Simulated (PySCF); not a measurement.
Species: C3H5N3.
Cartesian coordinates in Å at the GFN2-xTB level; atoms count from 1:
```xyz
11
C3H5N3 angstrom
N     -1.824   -0.342    0.162
C     -0.473   -0.032    0.055
C      0.116    1.247    0.118
N      1.432    1.168    0.070
N      1.714   -0.123   -0.023
C      0.600   -0.896   -0.037
H     -2.073   -1.229   -0.251
H     -2.431    0.404   -0.145
H     -0.372    2.198    0.194
H      2.673   -0.429   -0.066
H      0.644   -1.964   -0.104
```

Probes without a nucleus sit at each ring's centroid and 1 Å off its mean plane on both sides; NICS is minus the shielding there, NICSzz its component along the normal. Level: GIAO PBE0/pcSseg-1 (PySCF, non-relativistic, gas phase) on the GFN2-xTB geometry, one conformer.

Ring bond lengths (Å), with Mayer bond orders in brackets: C2–C3 1.410 (1.29), C3–N4 1.319 (1.54), N4–N5 1.325 (1.23), N5–C6 1.357 (1.10), C6–C2 1.381 (1.42).

Q: What do the NICS probes read (ppm)?

A: 
```tsv
ring	type	NICS(0)	NICS(1), two faces	NICS(1)zz, two faces	rms pucker (Å)	centre to ring atoms, mean (Å)
C2–C3–N4–N5–C6	5-membered ring with 2 N; formal bonds all aromatic	-14.2	-11.6 / -11.3	-29.9 / -29.5	0.00	1.15
```

Q: What do they say, and how far can they be read as aromaticity?

A: 
- C2–C3–N4–N5–C6: mean NICS(1)zz -29.7 ppm, shielded. For a flat ring without four-coordinate atoms the NICS criterion counts such a value as aromatic.

Q: How equal are the bonds by HOMA? HOMA = 1 − mean of α(R − Ropt)² over the ring bonds, with Krygowski's 1993 parameters (CC: Ropt 1.388 Å, α 257.7 Å⁻²; CN: Ropt 1.334 Å, α 93.52 Å⁻²; NN: Ropt 1.309 Å, α 130.33 Å⁻²).

A: 
- C2–C3–N4–N5–C6: HOMA 0.95; the largest term is that of C2–C3, α(R − Ropt)² = 0.12. The geometric and the magnetic index point the same way.
